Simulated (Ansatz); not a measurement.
Reaction (SMILES): [O+]#[Si-] (O-Si) → O atom + Si atom
B3LYP-D3(BJ)/def2-TZVP geometries, fixed; electronic energies without zero-point terms.
Largest species:
```xyz
2

Si     0.0000     0.0000    -0.5502
O      0.0000     0.0000     0.9629
```
Charge 0, spin multiplicity 1.

Core correlation in the atomisation energy at MP2 with Ansatz (a program for electronic structure), in kcal/mol: frozen core against 1s of Al to Cl frozen alone. Open shells are unrestricted.

```json
[
 {"basis": "cc-pV(D+d)Z", "functions, most": "37", "frozen core": "177.80", "1s of Al to Cl frozen alone": "178.31", "core term (second minus first)": "0.51"},
 {"basis": "cc-pCVDZ", "functions, most": "45", "frozen core": "172.93", "1s of Al to Cl frozen alone": "173.13", "core term (second minus first)": "0.20"},
 {"basis": "cc-pV(T+d)Z", "functions, most": "69", "frozen core": "195.76", "1s of Al to Cl frozen alone": "197.67", "core term (second minus first)": "1.91"},
 {"basis": "cc-pCVTZ", "functions, most": "102", "frozen core": "195.49", "1s of Al to Cl frozen alone": "195.74", "core term (second minus first)": "0.25"},
 {"basis": "cc-pwCVTZ", "functions, most": "102", "frozen core": "196.91", "1s of Al to Cl frozen alone": "197.34", "core term (second minus first)": "0.43"},
 {"basis": "cc-pV(Q+d)Z", "functions, most": "119", "frozen core": "201.13", "1s of Al to Cl frozen alone": "203.00", "core term (second minus first)": "1.87"},
 {"basis": "cc-pCVQZ", "functions, most": "193", "frozen core": "201.36", "1s of Al to Cl frozen alone": "201.89", "core term (second minus first)": "0.53"},
 {"basis": "cc-pwCVQZ", "functions, most": "193", "frozen core": "201.68", "1s of Al to Cl frozen alone": "202.33", "core term (second minus first)": "0.66"}
]
```

The largest core-valence set, cc-pwCVQZ, gives a core term of 0.66 kcal/mol; the valence set cc-pV(Q+d)Z, which lacks functions for the core, gives 1.87.
